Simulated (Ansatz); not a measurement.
**AlBH2+ (doublet): wave-function methods side by side, cc-pVDZ**

How much of the correlation energy of AlBH2+ (doublet) does each wave-function method recover here?

Program: Ansatz 0.2.0, Gaussian basis. Level of theory: cc-pVDZ, core rule «outside noble gas», up to 6 orbitals frozen. These are calculated values, not measurements.

To be run: UHF; CCSD(T) on ROHF; CCSD(T) on UHF; BCCD(T) on ROHF; CISD as a restricted active space (open shells left free, so some higher excitations enter); CCSDT(Q) on ROHF; CCSDT(Q) on UHF; CISDTQ; CCSDTQ on ROHF; CCSDTQ on UHF.

8 further runs of the same task are left out: 4 for a known fault of the program, 4 set aside as unsound or not needed. Runs told in other sessions of the task aren't counted.

**1. The system**

The geometry is a PBE0/def2-TZVP stationary point (not a proven minimum) of the parent state, kept for this charge and spin.

4 atoms, charge 1, spin multiplicity 2.

Atoms are counted from 1 here; the program's logs count them from 0.

Bond lengths: B1–Al2 2.320 Å, Al2–H3 1.598 Å, Al2–H4 1.598 Å. Angles: B1–Al2–H3 121.2°, B1–Al2–H4 121.2°, H3–Al2–H4 117.7°.

**2. UHF**

Contents of in.yaml:

```yaml
crystal:
  periodic: [false, false, false]
  atoms:
    - {symbol: B, position_ang: [0.000000, 0.000000, 1.731547]}
    - {symbol: Al, position_ang: [0.000000, 0.000000, -0.588094]}
    - {symbol: H, position_ang: [0.000000, -1.367107, -1.414802]}
    - {symbol: H, position_ang: [0.000000, 1.367107, -1.414802]}
basis:
  gaussian: {orbitals: cc-pVDZ}
total_charge: 1
magnetization: {spin_polarized: true, initial_magnetization: 1}
hamiltonian: {xc: hf}
output: {orbitals: {seedname: orbitals}}
```

Launch:

```console
ansatz run in.yaml --threads 1 --pin off --events-out ev --progress --plain --max-ram 4096MiB --backend cpu
```

The runs that follow: CCSD(T) on ROHF; CCSD(T) on UHF; BCCD(T) on ROHF; CISD as a restricted active space (open shells left free, so some higher excitations enter); CCSDT(Q) on ROHF; CCSDT(Q) on UHF; CISDTQ; CCSDTQ on ROHF; CCSDTQ on UHF.

Q: Predict the results of all the runs planned. Wanted: UCCSDTQ from the RHF energy; RMP2 from UCCSDTQ; UMP2 from UCCSDTQ; RCCSD from UCCSDTQ; RCCSD(T) from UCCSDTQ; UCCSD(T) from UCCSDTQ; RCCSDT(Q) from UCCSDTQ; UCCSDT(Q) from UCCSDTQ; T1 diagnostic.

**Answer**, as computed:

| quantity | value |
| --- | --- |
| UCCSDTQ from the ROHF energy | -3.5983 eV |
| RMP2 from UCCSDTQ | +25.87 kcal/mol |
| UMP2 from UCCSDTQ | +25.50 kcal/mol |
| RCCSD from UCCSDTQ | +2.27 kcal/mol |
| RCCSD(T) from UCCSDTQ | +0.70 kcal/mol |
| UCCSD(T) from UCCSDTQ | +0.68 kcal/mol |
| RCCSDT(Q) from UCCSDTQ | +0.02 kcal/mol |
| UCCSDT(Q) from UCCSDTQ | +0.01 kcal/mol |
| levels within 1 kcal/mol (43 meV) | RCCSD(T), UCCSD(T), BCCD(T), RCCSDT, UCCSDT, CISDTQ, RCCSDT(Q), UCCSDT(Q), RCCSDTQ |
| T1 diagnostic | 0.033 |

**Reading.** RCCSD(T) lands +0.70 kcal/mol from the yardstick (0.8 % of the correlation energy). These misses are within one basis, not against nature; the frozen cores of restricted and unrestricted runs differ, which can shift their rows.

With open shells the CI space here admits some higher excitations, so it is larger than plain CISD.
